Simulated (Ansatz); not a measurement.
## B2, quintet: the ladder up to UCCSDT(Q)

Geometry: that of the B2⁻, quartet, kept fixed.

```yaml
atoms:
  - { symbol: B, position_ang: [0.0000, 0.0000, 0.0000] }
  - { symbol: B, position_ang: [0.0000, 0.0000, 1.6198] }
```

Basis aug-cc-pVTZ; Ansatz 0.2.0. Only valence electrons are correlated (noble-gas cores frozen), which leaves 6 electrons in 90 orbitals. R marks a restricted (for open shells ROHF) determinant, U an unrestricted one. Active spaces: valence = (6e, 8o) chosen from the atoms' valence shells.

Full CI isn't at hand for all of this; UCCSDT(Q) serves as the reference, and is uncertain by about the last step of the cluster series. The frozen core follows each run's orbitals, which can shift R against U totals by a few meV.

```
UHF ⟨S²⟩                          : 6.001
T1 diagnostic (RCCSD)             : 0.0239
largest doubles amplitude (RCCSD) : 0.051
T1 diagnostic (UCCSD)             : 0.0230
```

```tsv
level	E − E(RHF) (eV)
UHF	-0.0118
RMP2	-2.6728
UMP2	-2.6710
RCCSD	-3.1831
UCCSD	-3.1840
RCCSD(T)	-3.3531
UCCSD(T)	-3.3538
```

Problem. Estimate how far UCCSDT(Q) in aug-cc-pVTZ lies from RCCSD(T). The table doesn't fix it; the size of (T) and the diagnostics are the guide.

Solution. UCCSDT(Q) in aug-cc-pVTZ lies 42 meV below RCCSD(T), which is 25 % of the (T) step (-170 meV). The diagnostics are small and one determinant leads, so the series closes fast and only a small part of (T) is left.

The other levels:

```
                   level  E − E(UCCSDT(Q)) (meV)  share of correlation (%)    wall time
                 BCCD(T)                      43                     98.73  13 s (H100)
                  RCCSDT                      11                     99.69            –
                  UCCSDT                      10                     99.71            –
               RCCSDT(Q)                       1                     99.98  15 s (H100)
  CASSCF (valence space)                    1961                     42.25            –
  NEVPT2 (valence space)                     472                     86.08   4 s (H100)
  MRCISD (valence space)                      82                     97.57            –
MRCISD+Q (valence space)                       8                     99.77   8 s (H100)
```

The correlation energy at UCCSDT(Q), counted from RHF, is -3.395 eV. That run took 12 s on 2 threads of AMD EPYC 7R13 with a shared H100 80 GB, shared host.

Times hold each run's SCF and search for its determinant on a shared host, so for small cases they say little of a method's own cost.

Natural occupations of CASSCF (valence space) about the gap: 1.952 1.004 0.993 0.980 0.980 0.036 0.036 0.019; effectively unpaired electrons, Σ n²(2−n)², 4.02.
